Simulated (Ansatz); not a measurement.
A calculation with Ansatz (development build ahead of 0.2.0).

```yaml
crystal:
  periodic: [false, false, false]
  atoms:
    - { symbol: P, position_ang: [0.0, 0.0, -0.47365] }
    - { symbol: "N", position_ang: [0.0, 0.0, 1.01496] }
basis:
  gaussian: { orbitals: cc-pVDZ }
hamiltonian:
  xc: hf
correlation:
  method: mp2
  frozen_orbitals: { "N": 1, P: 5 }
```

The input is written out in the form of the current development build from the run's settings.

Output:

| Item | Value |
| --- | --- |
| Converged | yes |
| Reference energy | -395.14334 hartree |
| Correlation energy | -0.29027 hartree |
| Total energy | -395.43362 hartree |
| Spin squared of the determinant | 0.000 |

Caution: in another basis set an unrestricted determinant lies well below.
